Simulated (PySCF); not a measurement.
Job file and geometry (Å, from GFN2-xTB) of an NMR shielding run on SMILES [CH3][AlH2], CH5Al, GIAO PBE0/pcSseg-1 NMR shielding, non-relativistic, gas phase (PySCF 2.14.0, density-fitted response routines); density fitting, a coarse starting grid and PySCF grid level 2 are the driver's defaults:

```
$ OMP_NUM_THREADS=1 python probes_run.py task.json out

{"job": {"kind": "nmr", "xc": "PBE0", "basis": "pcSseg-1"}, "charge": 0, "multiplicity": 1}
C     -0.915461    -0.014656     0.017375
Al     1.068156     0.027572    -0.026025
H     -1.372213     0.568646    -0.792283
H     -1.336474     0.385007     0.948557
H     -1.299397    -1.038765    -0.079760
H      1.910598     1.325820    -0.121833
H      1.948124    -1.248719     0.026892
```

Question: What does the program print?

Answer: 
```
coarse grid: 5816 points
cycle   1  E = -283.2918229790  dE = -2.067e-01  |g| = 3.537e-01  |ddm| = 2.137e+00
cycle   2  E = -283.2811096882  dE =  1.071e-02  |g| = 4.038e-01  |ddm| = 5.737e-01
cycle   3  E = -283.3254523007  dE = -4.434e-02  |g| = 2.468e-02  |ddm| = 3.387e-01
cycle   4  E = -283.3256677151  dE = -2.154e-04  |g| = 5.031e-03  |ddm| = 3.830e-02
cycle   5  E = -283.3256723252  dE = -4.610e-06  |g| = 7.703e-04  |ddm| = 5.061e-03
final grid: 49960 points
cycle   6  E = -283.3364604415  dE = -5.133e-06  |g| = 4.504e-03  |ddm| = 8.461e-03
cycle   7  E = -283.3364576810  dE =  2.761e-06  |g| = 5.517e-03  |ddm| = 7.449e-03
cycle   8  E = -283.3364656648  dE = -7.984e-06  |g| = 1.936e-04  |ddm| = 4.148e-03
cycle   9  E = -283.3364656711  dE = -6.332e-09  |g| = 1.947e-05  |ddm| = 2.051e-04
cycle  10  E = -283.3364656712  dE = -7.952e-11  |g| = 3.819e-06  |ddm| = 2.463e-05
converged SCF energy = -283.3364656712

GIAO shielding tensors (ppm)
atom      isotropic    diamagn.    paramagn.     s11        s22        s33       span
  0 C      192.643     251.298     -58.655    177.074    194.276    206.578     29.504
  1 Al     259.981     794.362    -534.380    167.759    232.564    379.621    211.862
  2 H       31.539      29.814       1.725     27.729     28.261     38.627     10.898
  3 H       31.697      29.774       1.923     27.795     28.346     38.950     11.155
  4 H       31.137      29.917       1.220     27.295     28.239     37.878     10.583
  5 H       26.159      28.650      -2.491     24.167     24.703     29.608      5.441
  6 H       26.124      28.672      -2.548     24.231     24.561     29.580      5.348
```

Size and cost of the density-fitted run: 66 basis functions, 2.5 s wall time on 1 thread of an Arm Neoverse V2, shared host; peak memory 0.3 GiB.
